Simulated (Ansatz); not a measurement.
**C₃H₅ClOS: up Jacob's ladder to CCSD(T)**

One table from this session's results is given with a row withheld; the runs are named, their logs left out.

Computed with Ansatz 0.2.0, Gaussian basis. Level: functionals in def2-TZVPP, the program's frozen cores in correlated methods.

The runs, in order: PBE-D4, r2SCAN-D4, PBE0-D4, B3LYP-D4, ωB97X-V, ωB97M-V, B2PLYP; CCSD(T)/def2-TZVPP; MP2/def2-QZVPP; extrapolation to the limit.

### The relaxed structure

The geometry comes from an earlier relaxation with PBE0-D4 in a triple-zeta def2 set; it is a stationary point, not always the lowest conformer.

11 atoms, charge 0, spin multiplicity 1.

Atoms are counted from 1 here; the program's logs count them from 0.

Bond lengths: O1–C2 1.414 Å, O1–H7 0.961 Å, C2–C3 1.491 Å, C2–H8 1.100 Å, C2–H9 1.089 Å, C3–C4 1.330 Å, C3–H10 1.088 Å, C4–S5 1.753 Å, C4–Cl6 1.732 Å, S5–H11 1.344 Å. Angles: C2–O1–H7 108.8°, O1–C2–C3 112.4°, O1–C2–H8 110.8°, O1–C2–H9 106.3°, C3–C2–H8 109.3°, C3–C2–H9 110.5°, H8–C2–H9 107.5°, C2–C3–C4 127.0°, C2–C3–H10 116.9°, C4–C3–H10 116.1°, C3–C4–S5 121.4°, C3–C4–Cl6 122.4°, S5–C4–Cl6 116.0°, C4–S5–H11 96.5°.

Coordinates:

```xyz
11

O     1.9406   -0.8956    0.9080
C     0.6100   -1.1137    0.4827
C     0.1130   -0.0271   -0.4099
C    -0.9637    0.7311   -0.2248
S    -1.5339    1.8286   -1.4668
Cl   -1.9536    0.6051    1.1905
H     2.5202   -0.9325    0.1428
H     0.5192   -2.0794   -0.0360
H     0.0053   -1.1702    1.3869
H     0.6847    0.1670   -1.3145
H    -1.8765    2.8296   -0.6382
```

Set-up of the first run:

File in.yaml:

```yaml
crystal:
  periodic: [false, false, false]
  atoms:
    - {symbol: O, position_ang: [1.940637, -0.895588, 0.907989]}
    - {symbol: C, position_ang: [0.610000, -1.113657, 0.482667]}
    - {symbol: C, position_ang: [0.113043, -0.027072, -0.409897]}
    - {symbol: C, position_ang: [-0.963734, 0.731111, -0.224765]}
    - {symbol: S, position_ang: [-1.533947, 1.828565, -1.466779]}
    - {symbol: Cl, position_ang: [-1.953567, 0.605074, 1.190528]}
    - {symbol: H, position_ang: [2.520163, -0.932537, 0.142770]}
    - {symbol: H, position_ang: [0.519183, -2.079420, -0.035972]}
    - {symbol: H, position_ang: [0.005276, -1.170174, 1.386889]}
    - {symbol: H, position_ang: [0.684743, 0.167010, -1.314535]}
    - {symbol: H, position_ang: [-1.876497, 2.829588, -0.638200]}
basis:
  gaussian: {orbitals: def2-TZVPP}
hamiltonian: {xc: pbe, dispersion: d4}
output: {forces: true, orbitals: {seedname: orbitals}}
```

On the command line:

```console
$ ansatz run in.yaml --threads 4 --pin off --events-out ev --progress --plain --max-ram 10444MiB
```

Among the steps run: PBE-D4 (GGA); r2SCAN-D4 (meta-GGA); PBE0-D4 (hybrid); B3LYP-D4 (hybrid); ωB97X-V (range-separated); ωB97M-V (range-separated); B2PLYP (double hybrid); CCSD(T) in def2-TZVPP; MP2 in def2-QZVPP.

One of the session's tables, all rows but one given; the rest of the session is left out.

| method | atomisation energy (kJ/mol) |
| --- | --- |
| PBE-D4 | 4311.8 |
| r2SCAN-D4 | 4183.4 |
| PBE0-D4 | 4201.6 |
| B3LYP-D4 | ? |
| ωB97X-V | 4165.0 |
| ωB97M-V | 4178.5 |
| B2PLYP | 4101.4 |
| HF/def2-TZVPP | 2880.7 |
| MP2/def2-TZVPP | 4145.7 |
| CCSD/def2-TZVPP | 3947.8 |
| CCSD(T)/def2-TZVPP | 4034.7 |
| MP2/CBS | 4268.3 |
| CCSD(T)/CBS | 4157.3 |

Q: Estimate the row for B3LYP-D4 from the others.

**Answer.** atomisation energy (kJ/mol): 4145.5. In the column «atomisation energy (kJ/mol)» it lies between B2PLYP (4101.4) and MP2/def2-TZVPP (4145.7).

Caveats from the session: Free atoms (1 O, 3 C, 1 S, 1 Cl, 5 H) were run apart at each level; the atomisation energy is their sum less the molecule, without zero-point or spin-orbit terms.
